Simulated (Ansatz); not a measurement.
Input file:

```yaml
crystal:
  periodic: [false, false, false]
  atoms:
    - {symbol: Na, position_ang: [0.000000, -0.019301, 1.857000]}
    - {symbol: Mg, position_ang: [0.000000, -0.038693, -1.743263]}
    - {symbol: H, position_ang: [0.000000, 1.373257, -0.319467]}
basis:
  gaussian: {orbitals: cc-pVTZ}
magnetization: {spin_polarized: false, initial_magnetization: 2}
correlation: {method: ccsd_t, electrons: outside_noble_gas}
output: {forces: true}
```

```sh
$ ansatz run in.yaml --threads 1 --pin off --events-out ev --progress --plain --max-ram 2393MiB
```

(1) Roughly how long does this take on 1 thread of Arm Neoverse V1, shared host, and how much host memory?

```
468 factors; integrals over basis functions are off by at most 6.8e-4 eV
mean field evaluation 1: about -9850.1100 eV, gradient 4.1e0 eV
mean field evaluation 2: about -9850.1206 eV, gradient 4.1e0 eV
mean field evaluation 4: about -9850.6987 eV, gradient 1.3e0 eV
mean field evaluation 8: about -9850.7868 eV, gradient 7.2e-2 eV
mean field evaluation 16: about -9850.1099 eV, gradient 4.1e0 eV
mean field evaluation 32: about -9850.7863 eV, gradient 2.2e-1 eV
mean field evaluation 64: about -9849.5615 eV, gradient 4.3e-2 eV
mean field evaluation 96: about -9848.0957 eV, gradient 7.4e-1 eV
mean field -9850.78716028 eV, -362.0097510369 hartree, gradient 2.3e-6 eV, S^2 2.000000; 7 other end points of the search recorded, 0 dependent functions left out
mean field evaluation 128: about -9850.6979 eV, gradient 1.4e0 eV
determinant -9850.78716028 eV, -362.0097510369 hartree, with singles and doubles -9852.12030915 eV, -362.0587433542 hartree
determinant -9849.75322839 eV, -361.9717547410 hartree, with singles and doubles -9851.17182262 eV, -362.0238871173 hartree
determinant -9849.56148079 eV, -361.9647081464 hartree, with singles and doubles -9850.96236018 eV, -362.0161895144 hartree
determinant -9848.58434408 eV, -361.9287990349 hartree, with singles and doubles -9849.92921371 eV, -361.9782220819 hartree
10 core orbitals not correlated: weight in the atoms' cores, before any rotation towards them, 1.000 or more for the frozen orbitals, at most 0.000 for the correlated occupied ones
reference -9850.78716028 eV, -362.0097510369 hartree; 3, 1 occupied and 69, 71 virtual orbitals, 468 factors
second order -0.95298191 eV of doubles, -0.00898234 eV of singles
cycle   1  -1.28493136 eV  change   -9.3e-2 eV  update   2.4e-2
cycle   2  -1.29487757 eV  change   -9.9e-3 eV  update   1.1e-2
cycle   3  -1.30033604 eV  change   -5.5e-3 eV  update   5.5e-3
cycle   4  -1.30307566 eV  change   -2.7e-3 eV  update   2.2e-3
cycle   5  -1.30378476 eV  change   -7.1e-4 eV  update   8.8e-4
cycle   6  -1.30392990 eV  change   -1.5e-4 eV  update   3.6e-4
cycle   7  -1.30401471 eV  change   -8.5e-5 eV  update   1.6e-4
cycle   8  -1.30406011 eV  change   -4.5e-5 eV  update   7.5e-5
cycle   9  -1.30407001 eV  change   -9.9e-6 eV  update   3.3e-5
cycle  10  -1.30407281 eV  change   -2.8e-6 eV  update   1.3e-5
cycle  11  -1.30407297 eV  change   -1.5e-7 eV  update   6.0e-6
cycle  12  -1.30407222 eV  change    7.5e-7 eV  update   3.3e-6
cycle  13  -1.30407151 eV  change    7.1e-7 eV  update   1.7e-6
cycle  14  -1.30407097 eV  change    5.4e-7 eV  update   7.6e-7
cycle  15  -1.30407076 eV  change    2.2e-7 eV  update   3.2e-7
perturbative correction -0.03146918 eV, -0.0011564710 hartree
the calculation of the forces begins
Total energy: -9852.12270021 eV, -362.0588312243 hartree
Atom 0 at     0.000000    -0.019301     1.857000 Å, force    -0.000000     0.046512    -0.255577 eV/Å
Atom 1 at     0.000000    -0.038693    -1.743263 Å, force    -0.000000     0.695627     0.881837 eV/Å
Atom 2 at     0.000000     1.373257    -0.319467 Å, force     0.000000    -0.742138    -0.626260 eV/Å
Dipole moment:    -0.000000     0.171895     0.084376 e Å
```

Forces (eV/Å):
```
Na   0.000  0.047 -0.256
Mg   0.000  0.696  0.882
H    0.000 -0.742 -0.626
```

The T1 diagnostic is 0.046.

For the same geometry and basis full CI lies 14.5 meV lower.

Results:

(1) 9.5 s wall and 0.4 GiB.
